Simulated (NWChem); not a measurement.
System: chloromethane (CH3Cl); SMILES CCl

The following NWChem deck was run.

```
start job
memory heap 200 mb stack 900 mb global 1100 mb
geometry units angstroms noautosym nocenter noautoz
  C      0.000000     0.000000    -1.110906
  Cl     0.000000     0.000000     0.664417
  H      0.732981     0.732981    -1.470125
  H      0.268290    -1.001270    -1.470125
  H     -1.001270     0.268290    -1.470125
end
basis spherical
  * library aug-cc-pvdz
end
dft
  xc xpbe96 cpbe96
  iterations 150
end
tddft
  nroots 8
  notriplet
end
task tddft energy
```

All runs use the structure optimised with PBE0/def2-SVP.

Vertical excitations in the gas phase.

### Question
What results follow from this input? (PBE/aug-cc-pVDZ, full TDDFT.) Quantities: lowest excitation, singlet (eV); oscillator strength of that lowest state; lowest state with f > 0.02, singlet (eV); oscillator strength of that bright state; orbital gap (eV).

### Answer
```json
{
  "lowest excitation, singlet (eV)": "6.42",
  "oscillator_strength_of_that_lowest_state": "0.001",
  "lowest state with f > 0.02, singlet (eV)": "6.96",
  "oscillator_strength_of_that_bright_state": "0.023",
  "orbital gap (eV)": "6.31"
}
```
